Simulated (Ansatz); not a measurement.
Competing steps

Reactants: SiH₄O ([OH][SiH3]) + HS (brackets give SMILES or just the links). Saddle points were found for several chosen steps; others may exist. Gas-phase electronic energies, without zero-point energy, by CCSD(T) at an estimated basis limit (MP2 extrapolated from triple and quadruple zeta, plus CCSD(T) − MP2 in triple zeta); Ansatz 0.2.0, def2-TZVPP and QZVPP, frozen cores, open shells unrestricted and without spin–orbit coupling, on PBE0-D4/def2-TZVP structures. Extrapolation: Hartree–Fock as exp(−7.88 √X), correlation as X^−2.97. No counterpoise correction.

Question: Rank the steps by the energy of their saddle points, lowest first, and give each saddle's height above the lowest. (To be estimated.)
A. hydrogen abstraction, to SiH₃O ([OH][SiH2]) + H₂S (breaks or loosens H–Si; forms H–S)
B. hydrogen abstraction, to SiH₃O ([O][SiH3]) + H₂S (breaks or loosens H–O; forms H–S)

Answer: By the calculation: A (0.0 kJ/mol), B (100.3 kJ/mol). Heights count from the lowest.

The lowest of these saddles lies at 20.3 kJ/mol relative to the separated reactants.

Question: Does the lowest of these saddles lead to the lowest end structure (the products still in contact)? (Judge from chemistry; the calculation decides.)

Answer: By the calculation: Yes. Relative to the separated reactants, the ends lie at -8.3 (SiH₃O ([OH][SiH2]) + H₂S); 106.5 (SiH₃O ([O][SiH3]) + H₂S) kJ/mol.

T1 diagnostic: at most 0.031. ⟨S²⟩ of the unrestricted Hartree–Fock references: 0.75 to 0.79 (a pure state has 0.75).

For scale, one of the runs: CCSD(T)/def2-TZVPP, 185 basis functions (an equivalent command: `ansatz run in.yaml --threads 4`). Hardware: 4 CPU threads, shared host. Wall time 120 s; peak host memory 4.4 GiB.
